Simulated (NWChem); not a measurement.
The numbers come from NWChem runs, not from measurements. System: HLi, charge 0, spin multiplicity 1, at a geometry optimised with B3LYP/def2-SVP. The structure started from a generated list of species. Level: RHF/def2-TZVP.

Job file:

```
start mol
memory heap 200 mb stack 900 mb global 1100 mb
geometry units angstroms nocenter noautoz
  Li     0.000000     0.000000     0.397275
  H      0.000000     0.000000    -1.191825
  symmetry group C2v
end
basis spherical
  * library def2-tzvp
end
scf
  rhf
  nopen 0
  maxiter 100
  thresh 1e-7
  semidirect memsize 60000000 filesize 0
end
task scf energy
```

NWChem printed:

```
             Northwest Computational Chemistry Package (NWChem) 7.3.0
             --------------------------------------------------------

                                NWChem Input Module
                                -------------------

 Scaling coordinates for geometry "geometry" by  1.889725989
 (inverse scale =  0.529177249)

 Turning off AUTOSYM since
 SYMMETRY directive was detected!

                             Geometry "geometry" -> ""
                             -------------------------

 Output coordinates in angstroms (scale by  1.889725989 to convert to a.u.)

  No.       Tag          Charge          X              Y              Z
 ---- ---------------- ---------- -------------- -------------- --------------
    1 Li                   3.0000     0.00000000     0.00000000     0.39727500
    2 H                    1.0000     0.00000000     0.00000000    -1.19182500

 Effective nuclear repulsion energy (a.u.)       0.9990131187

            Nuclear Dipole moment (a.u.)
            ----------------------------
        X                 Y               Z
 ---------------- ---------------- ----------------
     0.0000000000     0.0000000000     0.0000000000

      Symmetry information
      --------------------

 Group name             C2v
 Group number             16
 Group order               4
 No. of unique centers     2

      Symmetry unique atoms

     1    2


 Summary of "ao basis" -> "" (spherical)
 ------------------------------------------------------------------------------
       Tag                 Description            Shells   Functions and Types
 ---------------- ------------------------------  ------  ---------------------
 *                         def2-tzvp                  on all atoms

 Summary of "ao basis" -> "ao basis" (spherical)
 ------------------------------------------------------------------------------
       Tag                 Description            Shells   Functions and Types
 ---------------- ------------------------------  ------  ---------------------
 Li                        def2-tzvp                 8       14   5s3p
[...]
      Two-electron energy =      3.481159920469
 Nuclear repulsion energy =      0.999013118746

        Time for solution =      0.0s

       Symmetry analysis of molecular orbitals - final
       -----------------------------------------------

  Numbering of irreducible representations:

     1 a1          2 a2          3 b1          4 b2

  Orbital symmetries:

     1 a1          2 a1          3 a1          4 b2          5 b1
     6 a1          7 a1          8 a1          9 b1         10 b2
    11 a1         12 a1

             Final eigenvalues
             -----------------

              1
    1   -2.4491
    2   -0.3024
    3    0.0090
    4    0.0873
    5    0.0873
    6    0.1315
    7    0.2193
    8    0.5194
    9    0.6715
   10    0.6715
   11    0.7642
   12    1.5666

                       ROHF Final Molecular Orbital Analysis
                       -------------------------------------

 Vector    2  Occ=2.000000D+00  E=-3.023923D-01  Symmetry=a1
              MO Center= -6.4D-16, -2.9D-17, -1.0D+00, r^2= 1.5D+00
   Bfn.  Coefficient  Atom+Function         Bfn.  Coefficient  Atom+Function
  ----- ------------  ---------------      ----- ------------  ---------------
    17      0.333467  2 H  s                 16      0.331761  2 H  s
     4      0.220490  1 Li s                 15      0.165740  2 H  s

 Vector    3  Occ=0.000000D+00  E= 9.009533D-03  Symmetry=a1
              MO Center= -4.5D-15,  2.0D-15,  1.6D+00, r^2= 5.8D+00
   Bfn.  Coefficient  Atom+Function         Bfn.  Coefficient  Atom+Function
  ----- ------------  ---------------      ----- ------------  ---------------
     5      0.913591  1 Li s                 11      0.573178  1 Li pz

 Vector    4  Occ=0.000000D+00  E= 8.732639D-02  Symmetry=b2
              MO Center= -7.2D-47, -2.5D-15,  4.0D-01, r^2= 5.6D+00
   Bfn.  Coefficient  Atom+Function         Bfn.  Coefficient  Atom+Function
  ----- ------------  ---------------      ----- ------------  ---------------
    10      0.971315  1 Li py

 Vector    5  Occ=0.000000D+00  E= 8.732639D-02  Symmetry=b1
              MO Center=  5.8D-15,  1.3D-44,  4.0D-01, r^2= 5.6D+00
   Bfn.  Coefficient  Atom+Function         Bfn.  Coefficient  Atom+Function
  ----- ------------  ---------------      ----- ------------  ---------------
     9      0.971315  1 Li px

 center of mass
 --------------
 x =   0.00000000 y =   0.00000000 z =   0.37355647

 moments of inertia (a.u.)
 ------------------
           7.946820186438           0.000000000000           0.000000000000
           0.000000000000           7.946820186438           0.000000000000
           0.000000000000           0.000000000000           0.000000000000

  Mulliken analysis of the total density
  --------------------------------------

    Atom       Charge   Shell Charges
 -----------   ------   -------------------------------------------------------
    1 Li   3     2.58   0.36  1.30  0.33  0.28  0.11  0.06  0.15  0.00
    2 H    1     1.42   0.20  0.60  0.62  0.00

       Multipole analysis of the density wrt the origin
       ------------------------------------------------

     L   x y z        total         open         nuclear
     -   - - -        -----         ----         -------
     0   0 0 0     -0.000000      0.000000      4.000000

     1   1 0 0      0.000000      0.000000      0.000000
     1   0 1 0      0.000000      0.000000      0.000000
     1   0 0 1      2.373972      0.000000      0.000000

     2   2 0 0     -3.932082      0.000000      0.000000
     2   1 1 0     -0.000000      0.000000      0.000000
     2   1 0 1     -0.000000      0.000000      0.000000
     2   0 2 0     -3.932082      0.000000      0.000000
     2   0 1 1     -0.000000      0.000000      0.000000
     2   0 0 2     -5.642727      0.000000      6.763343

 Task  times  cpu:        0.0s     wall:        0.0s

 Total times  cpu:        0.1s     wall:        0.1s
```
